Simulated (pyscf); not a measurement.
`[OH2]` + `[NH2][Si]([OH])([F])[F]` -> `[OH][Si]([OH])([F])[F]` + `[NH3]`, a four-centre exchange (singlet surface; H–O, N–Si broken, O–Si, H–N formed). PySCF, gas phase, ωB97X-D3(BJ)/def2-SVP geometries. Energies in kcal/mol from the separated reactants.

Small-basis levels: PySCF, no dispersion term, spherical d functions. AM1 to PM7: differences of heats of formation from MOPAC, which are fitted to 298 K values and so differ in kind from electronic energies by zero-point and thermal terms. Cost: rough CPU time at the saddle relative to B3LYP/6-31G*, from one job on a shared machine.

| level | barrier | reaction energy | cost |
|---|---|---|---|
| HF/STO-3G | 14.5 | -4.9 | 0.04 |
| HF/3-21G | 0.7 | -5.6 | 0.06 |
| MP2/6-31G* | 10.3 | -11.5 | 0.1 |
| SVWN5/6-31G* | -13.1 | -11.1 | 1 |
| PBE/6-31G* | (withheld) | -11.8 | 1 |
| B3LYP/STO-3G | -18.5 | -7.7 | 0.5 |
| B3LYP/LANL2DZ | 5.3 | +2.3 | 0.7 |
| M06-2X/6-31G* | (withheld) | -11.6 | 2 |
| PBE/def2-SVP | -0.8 | -9.3 | 2 |
| B3LYP/def2-SVP | 6.7 | -9.7 | 1 |
| PM3 | 29.0 | -15.1 | under 0.02 |
| PM7 | 26.0 | -4.9 | under 0.02 |
| ωB97M-D3(BJ)/def2-TZVP | (withheld) | -9.9 | – |

**Question.** Some entries are withheld; supply them.

**Answer.** 
- PBE/6-31G*, barrier: 1.0
- M06-2X/6-31G*, barrier: 5.1
- ωB97M-D3(BJ)/def2-TZVP, barrier: 13.7

Against the last row the barrier runs from -32.2 (B3LYP/STO-3G) to +15.4 kcal/mol (PM3). At SVWN5/6-31G*, B3LYP/STO-3G, PBE/def2-SVP this geometry lies under one side, so the entry may be no barrier of that level: it is a single point on another level's saddle. ωB97M-D3(BJ)/def2-TZVP has limits of its own. On the reactant side the descent ends in a complex, 5.3 kcal/mol under the separated species and 18.7 kcal/mol under the saddle at ωB97X-D3(BJ)/def2-TZVP. On the product side the descent ends in an adduct with a N–Si contact, 13.1 kcal/mol under the separated species and 36.0 kcal/mol under the saddle at ωB97X-D3(BJ)/def2-TZVP. What is counted as broken (N–Si) persists as a longer contact in the product adduct; parting that adduct is a step of its own. One saddle was located; it need not be the lowest between these sides.
